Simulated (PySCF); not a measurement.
Trend along the third period: MN molecules

PBE with double-zeta basis sets in PySCF, for the lowest determinant that a PBE0 search found; no spin–orbit coupling. De refers to high-spin ground-configuration atoms. A positive dipole means M(−)N(+).

```tsv
M	basis	state (unpaired electrons)	Re (Å)	ωe (cm⁻¹)	De (eV)	μ (D)
Na	6-31G(d,p)	triplet (π ↑↑)	2.270	368	1.27	-4.44
Al	def2-SVPD	triplet (π ↑↑)	1.964	590	2.92	-1.30
Si	def2-SVP	doublet (σ ↑)	1.591	1149	5.03	-2.33
P	pcseg-1	singlet (closed shell)	1.511	1322	6.48	-2.46
S	x2c-SVPall	doublet (π ↑)	1.523	1205	5.35	-1.75
```

The shortest bond is that of PN (1.511 Å), the longest that of NaN (2.270 Å). PN is bound most strongly (6.48 eV) and NaN least (1.27 eV).

The rows differ in basis set, which adds steps of its own.

The state changes along the series, so neighbouring rows are not always alike in their bonding.

States were picked by a PBE0 search and need not be the measured ground states.
